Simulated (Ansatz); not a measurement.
We consider HfO2 (P2₁/c, No. 14), described by HSE06 (Ansatz, a first-principles code, PAW).

Run with plane-wave cutoff 500 eV, 4×4×4 k mesh, gaussian smearing 0.02 eV, scalar-relativistic PAW data made under PBE.

Cell (relaxed with r²SCAN):

```xyz
12
Lattice="5.1141 0.0000 0.0042 0.0000 5.1815 0.0000 -0.8753 0.0000 5.2227" Properties=species:S:1:pos:R:3 pbc="T T T"
Hf     0.7926     2.3739     3.7000
Hf     3.4461     2.8076     1.5268
Hf     3.0085     4.9647     4.1382
Hf     1.2303     0.2169     1.0887
O      1.4344     3.8464     5.1122
O      2.8044     1.3351     0.1147
O      2.3667     1.2557     2.7260
O      1.8720     3.9259     2.5008
O      0.0570     1.7291     1.7972
O      4.1818     3.4524     3.4296
O      4.6194     4.3199     0.8183
O     -0.3807     0.8616     4.4086
```

### Question
Estimate the band gap that the calculation returns.

### Answer

band gap: 5.69 eV (on the SCF k mesh)

Measured, for comparison: band gap 5.7 eV (temperature not stated, no zero-point or thermal correction, our sources range from 5.70 to 5.84; as tabulated in Choudhary et al. (2018), arXiv:1804.01032).

Note: cell and atoms aren't relaxed at this level (largest force component 0.07 eV/Å).

Spin–orbit coupling is not included.

The computed numbers hold no vibrational or temperature effects.

It cost around 8 core-minutes (rough) of CPU time.
